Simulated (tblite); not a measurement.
Compound: C2H2FN3.
Atom-mapped SMILES: `[F:1][c:2]1[cH:3][n:4][n:5][nH:6]1` (hydrogens: H7 on C3; H8 on N6)

Computed with GFN2-xTB (tblite), gas phase: Langevin dynamics at 300 K from the optimised GFN2-xTB geometry, time step 0.5 fs, friction 0.01 fs⁻¹, 2000 steps. Over the second half of the run the saved frames average 293 K.

The optimised geometry, where the run starts:
```
atom  x, y, z in Å
F1     -0.046    2.033    0.030
C2      0.038    0.712    0.003
C3      1.092   -0.160   -0.117
N4      0.570   -1.403   -0.081
N5     -0.693   -1.346    0.049
N6     -1.064   -0.066    0.105
H7      2.139    0.025   -0.222
H8     -2.027    0.214    0.208
```

t = 200 fs, T = 213 K, E(pot) 0.233 eV above the start
```
atom  x, y, z in Å  |  force x, y, z in eV/Å
F1      0.160    1.903   -0.420    0.199   1.802  -0.390
C2      0.089    0.659   -0.134   -0.464  -4.072   0.952
C3      0.972   -0.465   -0.274   -2.170   2.321   0.695
N4      0.313   -1.521    0.190   -0.784  -0.430  -0.054
N5     -0.883   -1.219    0.546    0.729   0.124   0.231
N6     -1.069    0.101    0.423    2.604  -0.416  -1.292
H7      1.966   -0.483   -0.600    0.705  -0.038  -0.299
H8     -1.953    0.466    0.654   -0.819   0.707   0.158
```

t = 450 fs, T = 408 K, E(pot) 0.321 eV above the start
```
atom  x, y, z in Å  |  force x, y, z in eV/Å
F1     -0.456    1.686   -0.378    0.043  -1.651  -0.442
C2     -0.263    0.340   -0.504    1.210   0.069   0.330
C3      0.834   -0.425   -0.894    1.156   0.593  -1.239
N4      0.620   -1.741   -0.612   -0.475   2.161   0.793
N5     -0.470   -1.804    0.042   -1.192   0.529  -0.641
N6     -1.062   -0.568    0.074   -1.183  -0.648   0.764
H7      1.725   -0.053   -1.435   -0.805  -0.516   0.521
H8     -2.039   -0.379    0.393    1.246  -0.537  -0.086
```

t = 525 fs, T = 252 K, E(pot) 0.187 eV above the start
```
atom  x, y, z in Å  |  force x, y, z in eV/Å
F1     -0.701    1.523   -0.693    0.290   0.055   0.297
C2     -0.327    0.260   -0.488    0.511   1.713  -1.504
C3      0.614   -0.520   -1.116    1.109   0.328  -1.006
N4      0.401   -1.775   -0.710   -0.692   0.000   0.045
N5     -0.633   -1.781    0.048    0.481  -1.516   0.744
N6     -1.066   -0.556    0.227   -2.126  -0.304   1.526
H7      1.393   -0.292   -1.860   -0.663  -0.012   0.836
H8     -1.880   -0.350    0.858    1.090  -0.263  -0.937
```

t = 575 fs, T = 206 K, E(pot) 0.252 eV above the start
```
atom  x, y, z in Å  |  force x, y, z in eV/Å
F1     -0.592    1.591   -0.646   -0.213   0.132   0.030
C2     -0.354    0.285   -0.583   -0.663   2.128  -0.662
C3      0.404   -0.507   -1.356    1.349  -0.570  -1.153
N4      0.344   -1.700   -0.755   -0.009  -1.743  -0.296
N5     -0.467   -1.707    0.226    0.236  -0.080  -0.122
N6     -0.949   -0.479    0.324   -1.468   1.169   2.484
H7      0.968   -0.374   -2.286   -0.317   0.092   0.930
H8     -1.590   -0.068    1.077    1.086  -1.128  -1.211
```

t = 650 fs, T = 305 K, E(pot) 0.247 eV above the start
```
atom  x, y, z in Å  |  force x, y, z in eV/Å
F1     -0.747    1.493   -0.393   -0.003   0.601  -0.025
C2     -0.347    0.257   -0.506    1.150  -1.398  -0.508
C3      0.413   -0.469   -1.413   -0.216   0.181  -1.217
N4      0.377   -1.766   -1.017    1.375   0.006  -1.294
N5     -0.195   -1.926    0.079   -0.767   2.704   0.320
N6     -0.628   -0.648    0.430   -1.029  -1.912   1.744
H7      0.880   -0.152   -2.365   -0.503  -0.396   1.026
H8     -1.171   -0.553    1.277   -0.007   0.213  -0.046
```

t = 750 fs, T = 363 K, E(pot) 0.196 eV above the start
```
atom  x, y, z in Å  |  force x, y, z in eV/Å
F1     -0.870    1.305    0.042    0.125  -0.048   0.325
C2     -0.304    0.123   -0.147    0.313  -0.665  -1.626
C3      0.340   -0.404   -1.281   -0.617  -0.156   2.056
N4      0.578   -1.707   -1.039   -0.510   0.320   1.209
N5      0.103   -2.016    0.147    0.550   0.417  -1.657
N6     -0.446   -0.933    0.659   -0.654   0.145   1.770
H7      0.649    0.211   -2.057    0.487   0.187  -1.335
H8     -0.860   -0.916    1.606    0.306  -0.199  -0.742
```

t = 775 fs, T = 208 K, E(pot) 0.209 eV above the start
```
atom  x, y, z in Å  |  force x, y, z in eV/Å
F1     -0.864    1.271    0.131   -0.315   1.090   0.463
C2     -0.324    0.122   -0.124    0.985  -2.001  -0.271
C3      0.300   -0.406   -1.248   -0.143  -0.024   0.081
N4      0.483   -1.709   -0.989    0.001  -1.166   1.162
N5      0.073   -2.042    0.222    0.936   1.283  -2.238
N6     -0.362   -0.930    0.772   -0.764   1.177  -0.360
H7      0.664    0.017   -2.200   -0.606  -0.302   1.018
H8     -0.744   -0.894    1.703   -0.094  -0.058   0.145
```

t = 850 fs, T = 256 K, E(pot) 0.285 eV above the start
```
atom  x, y, z in Å  |  force x, y, z in eV/Å
F1     -0.876    1.358    0.406   -0.091   0.069  -0.176
C2     -0.499    0.162   -0.028   -0.519   0.366   3.513
C3     -0.057   -0.328   -1.163    0.810  -2.405  -2.394
N4      0.237   -1.663   -0.926   -0.414   0.177   2.012
N5      0.016   -1.955    0.345    0.401   0.906  -2.544
N6     -0.400   -0.855    0.937   -0.283   1.127  -1.666
H7     -0.001    0.038   -2.185    0.071  -0.041   0.673
H8     -0.786   -0.774    1.852    0.024  -0.200   0.583
```

t = 925 fs
```
atom  x, y, z in Å
F1     -0.949    1.467    0.401
C2     -0.731    0.202    0.084
C3     -0.514   -0.352   -1.172
N4     -0.100   -1.682   -0.920
N5     -0.188   -1.908    0.316
N6     -0.632   -0.866    1.000
H7     -0.470    0.032   -2.158
H8     -0.786   -0.748    1.995
```

**Question.** Estimate the potential energy and the forces of this last frame.

**Answer.** 0.305 eV above the start.

```tsv
atom	Fx (eV/Å)	Fy (eV/Å)	Fz (eV/Å)
F1	-0.302	-0.223	0.378
C2	-0.023	-1.548	-0.855
C3	1.128	-1.540	1.856
N4	-1.117	2.138	0.092
N5	-0.065	-1.148	0.403
N6	0.231	2.516	-1.526
H7	-0.082	0.264	-0.130
H8	0.229	-0.459	-0.218
```

The bond farthest from its length at the start is C3–N4 (1.415 against 1.349 Å), and half the difference of its two atoms' forces along it is -2.21 eV/Å (positive lengthens). The largest atomic force is 2.95 eV/Å.

The cost below is that of the whole dynamics run. On an x86-64 server with one thread (shared host), this took 4.2 s wall.
